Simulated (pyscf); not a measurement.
Cl–SiH(Cl)–Cl (SMILES Cl[SiH](Cl)Cl) + H₂ (SMILES [H][H]) -> Cl–SiH(Cl)–Cl (SMILES Cl[SiH](Cl)Cl) + H₂ (SMILES [H][H]) (four-centre exchange; singlet surface; H–Si, H–H broken, H–Si, H–H formed). PySCF, gas phase, ωB97X-D3(BJ)/def2-SVP geometries. Energies in kJ/mol from the separated reactants.

```json
[
 {"level": "ωB97X-D3(BJ)/def2-TZVP", "barrier": "279.6", "reaction energy": "0.0"},
 {"level": "PBE/def2-TZVP", "barrier": "247.3", "reaction energy": "0.0"},
 {"level": "r²SCAN/def2-TZVP", "barrier": "258.2", "reaction energy": "0.0"},
 {"level": "B3LYP-D3(BJ)/def2-TZVP", "barrier": "(withheld)", "reaction energy": "0.0"},
 {"level": "M06-2X/def2-TZVP", "barrier": "(withheld)", "reaction energy": "0.0"},
 {"level": "HF/def2-TZVP", "barrier": "354.6", "reaction energy": "0.0"}
]
```

Problem. Fill in the missing entries.

Solution. 
- B3LYP-D3(BJ)/def2-TZVP, barrier: 276.4
- M06-2X/def2-TZVP, barrier: 290.2

The functionals in the table span 42.9 kJ/mol in this barrier, from PBE to M06-2X. At the saddle there is also a short H–Si contact that neither side keeps. The same reactants have a lower exit, to Cl–SiH₂–Cl + HCl (barrier +252.2 kJ/mol at ωB97M-D3(BJ)/def2-TZVP, against +278.0 kJ/mol here). One saddle was located; it need not be the lowest between these sides.
